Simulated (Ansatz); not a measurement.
## Bulk modulus B0 of some fcc solids

Method: r²SCAN (Ansatz, a first-principles code, PAW). References are measured values corrected to a static lattice or taken at low temperature (these still hold zero-point motion).

Values in GPa.

```csv
solid,reference,r²SCAN,error (%)
fcc Pt,289,271,-6.2
fcc Al,80.8 (77.1–82.0),92.8,+14.9
fcc Pb,47,43.7,-7.0
fcc Ni,192 (186–195),218,+13.5
fcc Ag,110 (104–111),104,-5.5
fcc Au,182,154,-15.4
fcc Sr,12.5,11.7,-6.4
fcc Rh,271 (271–289),282,+4.1
fcc Ir,365,377,+3.3
fcc Cu,144,162,+12.5
fcc Pd,195 (187–198),185,-5.1
```

Over these 11 solids the mean error is +0.2 %, the mean absolute error 8.5 % (median 6.4 %), and the worst case fcc Au at -15.4 %; the value is too low in 6 of 11 cases.

All these references are brought to a static lattice.

Spin–orbit coupling is left out, also for the solids with elements from indium on (fcc Pt, fcc Pb, fcc Au, fcc Ir); its size isn't shown.

Brackets give the range of our sources, which can hold other temperatures.

Differences are worked out from the printed values.

Each level is taken at its own relaxed cell. Ansatz's density-functional and Hartree–Fock values are scalar-relativistic unless marked +SOC, with PAW data made under PBE.

Ansatz's runs of these crystals have no spin polarisation, but for fcc Ni. A magnetic state wasn't tried for fcc Pt, fcc Rh, fcc Pd with meta-GGA or hybrid levels, which favour moments.

Density-functional runs with spin start from parallel moments for fcc Ni.

Not in this set, of the fcc solids with a reference value in our tables and a result at some level: 1 for sources at odds (fcc Ca). These can be a level's worst cases. Values held back for tests aren't counted. Layered and molecular crystals are counted apart. The metals Ce to Yb are counted apart.

References as tabulated in Levämäki et al. (2014), arXiv:1402.3671; Mejia-Rodriguez and Trickey (2018), arXiv:1807.09216; doi:10.1021/acs.jctc.3c00612.
